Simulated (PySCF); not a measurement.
Compound: nitryl fluoride, FNO₂.
SMILES: `O=[N+]([O-])F`

The closed-shell ground state was solved at several levels (PySCF, density fitting, gas phase, non-relativistic). Isolated species at its PBE0-D3(BJ)/def2-SVP geometry, gas phase.

```json
{"level": "PBE0/aug-cc-pVTZ", "basis functions": "184", "total energy (Eh)": "-304.7105", "HOMO (eV)": "-10.43", "LUMO (eV)": "-2.63", "gap (eV)": "7.80", "dipole (D)": "0.20"}
{"level": "PBE0/def2-TZVPD", "basis functions": "157", "total energy (Eh)": "-304.7238", "HOMO (eV)": "-10.43", "LUMO (eV)": "-2.63", "gap (eV)": "7.80", "dipole (D)": "0.20"}
{"level": "PBE0/def2-SVP", "basis functions": "56", "total energy (Eh)": "-304.3509", "HOMO (eV)": "-10.23", "LUMO (eV)": "-2.42", "gap (eV)": "7.81", "dipole (D)": "0.14"}
{"level": "PBE0/aug-cc-pVDZ", "basis functions": "92", "total energy (Eh)": "-304.6384", "HOMO (eV)": "-10.42", "LUMO (eV)": "-2.67", "gap (eV)": "7.75", "dipole (D)": "0.22"}
{"level": "PBE0/6-31+G*", "basis functions": "72", "total energy (Eh)": "-304.5954", "HOMO (eV)": "-10.48", "LUMO (eV)": "-2.73", "gap (eV)": "7.75", "dipole (D)": "0.22"}
```

(1) What might PBE0/def2-TZVP (124 basis functions) give for the same quantities?

(2) How much does the basis alone move the frontier levels among the 6 PBE0 rows (the withheld one included)?

(3) How far do the dipole and the HOMO energy spread over the levels?

Results:

(1) Total energy -304.7219 Eh, HOMO -10.38 eV, LUMO -2.54 eV, gap 7.84 eV, dipole 0.18 D.

(2) The HOMO by 0.25 eV and the LUMO by 0.31 eV. By rising basis size (HOMO, LUMO in eV): def2-SVP -10.23, -2.42; 6-31+G* -10.48, -2.73; aug-cc-pVDZ -10.42, -2.67; def2-TZVP -10.38, -2.54; def2-TZVPD -10.43, -2.63; aug-cc-pVTZ -10.43, -2.63.

(3) The dipole runs from 0.14 to 0.22 D (mean 0.19 D) and the HOMO from -10.48 to -10.23 eV.
